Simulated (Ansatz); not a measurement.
Basis-set extrapolation for C$_{4}$H$_{4}$F$_{2}$ (`C=C(F)/C=C/F`) (PBE0-D4/def2-TZVP geometry, frozen core, Ansatz 0.2.0). Multiplicity 1, RHF reference.

|  | def2-TZVPP | def2-QZVPP |
| --- | --- | --- |
| HF | -352.773990 | -352.789365 |
| MP2 correlation | -1.124066 | -1.213162 |
| CCSD(T) correlation | -1.197557 | not run |

Energies in hartree. Use E(X) = E(∞) + A·exp(−7.88·√X) for Hartree–Fock and E(X) = E(∞) + B·X^(−2.97) for correlation, with X = 3 and 4, and add CCSD(T) minus MP2 of the smaller set to the MP2 limit.

Q: What is the CCSD(T) energy at the basis-set limit?

A: HF limit: -352.789365 + (-0.015375) × 0.13774 = -352.79148. MP2 limit: -1.213162 + (-0.089096) × 0.74074 = -1.27916. Higher-order term: -1.197557 − (-1.124066) = -0.07349. Total: -354.14413 hartree, 108.3 kcal/mol below CCSD(T)/def2-TZVPP.
